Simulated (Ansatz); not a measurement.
## Ansatz (development build ahead of 0.2.0) run

```yaml
crystal:
  periodic: [false, false, false]
  atoms:
    - { symbol: H, position_ang: [0.0, 0.0, -1.05] }
    - { symbol: C, position_ang: [0.0, 0.0, 0.0] }
    - { symbol: C, position_ang: [0.0, 0.0, 2.074] }
basis:
  gaussian: { orbitals: "6-31G" }
magnetization:
  spin_polarized: true
  initial_magnetization: 1
hamiltonian:
  xc: pbe0
scf:
  omitted_lower_state_checks: [stability, starts, atomic_configurations, cluster_reference, orbital_swaps, given_window_search, neighbouring_geometries, increment]
output:
  forces: true
```

The input is written out in the form of the current development build from the run's settings.

Output:

- Converged: yes
- Total energy: -76.28258 hartree
- Spin squared of the determinant: 1.645

Forces (eV/Å):
```tsv
atom	Fx	Fy	Fz
H1	0.000	0.000	-1.803
C2	0.000	0.000	7.102
C3	0.000	0.000	-5.299
```

Caution: the unrestricted determinant is a mixture of spin states.
